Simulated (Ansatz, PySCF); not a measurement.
# How the smallest direct gap on the k points sampled of rock-salt LiF moves with the method

No measured value is used here.

```tsv
level (code)	value (eV)
LDA (Ansatz)	8.85
PBE (Ansatz)	9.10
HSE06 (Ansatz)	11.41
Hartree–Fock (Ansatz)	21.86
QSGW@PBE (PySCF)	15.87 ± 0.2
```

Computed values are for a static lattice.  A ± on a computed value is a rough bar: the spread of its extrapolation, a floor set from checks against published values, or a statistical error. Values are at the measured cell. Cutoffs and k meshes differ between the levels. Ansatz's density-functional and Hartree–Fock values are scalar-relativistic unless marked +SOC, with PAW data made under PBE.

Ansatz is a quantum-chemistry and plane-wave program.
